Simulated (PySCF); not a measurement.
Nitrogen: a sound run and one with changed settings

Sound run: N [He] 2s2 2p3, N⁺ [He] 2s2 2p2. All numbers are calculated (PySCF 2.14, scalar relativity by spin-free X2C-1e, in cc-pVDZ-DK). In the sound run the correlated levels freeze 1s2. The sound run starts from symmetry-adapted Hartree-Fock orbitals and uses a fine grid where one is needed.

Changed run: basis STO-3G, all-electron and non-relativistic. This setting is unsound on purpose.

```
species   method  sound run (hartree)  changed run (hartree)  converged
      N      UHF            -54.42027              -53.71901        yes
      N     TPSS            -54.62871              -53.90572        yes
      N     PBE0            -54.56049              -53.83894        yes
      N      MP2            -54.49104              -53.71901        yes
     N⁺      UHF            -53.90990              -53.24264        yes
     N⁺     TPSS            -54.09348              -53.41212        yes
     N⁺     PBE0            -54.02268              -53.34076        yes
     N⁺      MP2            -53.96381              -53.25331        yes
     N⁺  CCSD(T)            -53.98640              -53.26332        yes
```

Ionisation energy of N:

```tsv
method	sound run (eV)	changed run (eV)
UHF	13.888	12.963
TPSS	14.564	13.432
PBE0	14.634	13.556
MP2	14.347	12.672
SCS-MP2	14.137	12.614
```

A minimal basis cannot let orbitals breathe on ionisation and holds almost no correlation. The Hamiltonian changed with the basis, so the totals do not compare.

For comparison, NIST gives 14.534 eV between the lowest levels.
